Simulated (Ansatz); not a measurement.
Input for Ansatz (an electronic-structure program): U-CCSD(T)/aug-cc-pVTZ on NH2 (SMILES [NH2]), 2S+1 = 2, atoms moved off the minimum.

Ansatz 0.2 input:
```yaml
crystal:
  periodic: [false, false, false]
  atoms:
    - {symbol: N, position_ang: [0.00974300, 0.13956128, 0.01905334]}
    - {symbol: H, position_ang: [-0.84704988, -0.49160624, -0.03954793]}
    - {symbol: H, position_ang: [0.80930305, -0.47531791, -0.05628032]}
basis:
  gaussian:
    orbitals: aug-cc-pVTZ
magnetization: {spin_polarized: true, initial_magnetization: 1}
correlation: {method: ccsd_t, electrons: outside_noble_gas}
scf: {omitted_lower_state_checks: [cluster_reference]}
output: {forces: true}
```

The log:

```
WARN ansatz: RAYON_NUM_THREADS=1 ignored (pool sized by the plan → 1); use --threads N
Functional definition: HF
these checks for a lower state are left out or cut short: cluster_reference
integrals: 0.14 GiB planned
521 factors; integrals over basis functions are off by at most 9.8e-4 eV
mean field: 0.15 GiB planned
mean field evaluation 1: about -1511.7790 eV, gradient 1.3e1 eV
mean field evaluation 2: about -1511.7793 eV, gradient 1.3e1 eV
mean field evaluation 4: about -1512.5566 eV, gradient 1.4e0 eV
mean field evaluation 8: about -1512.5707 eV, gradient 1.2e-3 eV
mean field -1512.57068564 eV, -55.5859474400 hartree, gradient 2.9e-6 eV, S^2 0.760120; 0 other end points of the search recorded, 0 dependent functions left out
1 core orbitals not correlated
reference -1512.57068564 eV, -55.5859474400 hartree; 4, 3 occupied and 87, 88 virtual orbitals, 521 factors
densities: 0.73 GiB planned
second order -5.14287343 eV of doubles, -0.00000000 eV of singles
coupled cluster: 0.49 GiB planned
cycle   1  -5.45087858 eV  change   -3.1e-1 eV  update   4.1e-2
cycle   2  -5.58816568 eV  change   -1.4e-1 eV  update   1.5e-2
cycle   3  -5.60948253 eV  change   -2.1e-2 eV  update   6.0e-3
cycle   4  -5.60861263 eV  change    8.7e-4 eV  update   2.2e-3
cycle   5  -5.60893330 eV  change   -3.2e-4 eV  update   8.9e-4
cycle   6  -5.60920534 eV  change   -2.7e-4 eV  update   3.5e-4
cycle   7  -5.60925473 eV  change   -4.9e-5 eV  update   1.2e-4
cycle   8  -5.60928413 eV  change   -2.9e-5 eV  update   4.4e-5
cycle   9  -5.60928092 eV  change    3.2e-6 eV  update   1.8e-5
cycle  10  -5.60927967 eV  change    1.2e-6 eV  update   7.1e-6
cycle  11  -5.60928146 eV  change   -1.8e-6 eV  update   3.1e-6
cycle  12  -5.60928076 eV  change    7.0e-7 eV  update   1.4e-6
cycle  13  -5.60928063 eV  change    1.3e-7 eV  update   4.1e-7
perturbative correction -0.17122114 eV, -0.0062922608 hartree
the calculation of the forces begins
Total energy: -1518.35118741 eV, -55.7983769618 hartree
Atom 0 at     0.009743     0.139561     0.019053 Å, force    -1.644786    -0.095418     0.008057 eV/Å
Atom 1 at    -0.847050    -0.491606    -0.039548 Å, force     1.303915     0.669468     0.057746 eV/Å
Atom 2 at     0.809303    -0.475318    -0.056280 Å, force     0.340871    -0.574051    -0.065803 eV/Å
Dipole moment:    -0.002853    -0.357982    -0.038630 e Å
Checks for a lower state left out: cluster_reference
```

Self-consistency was reached.

Cost: roughly 21 core-seconds.
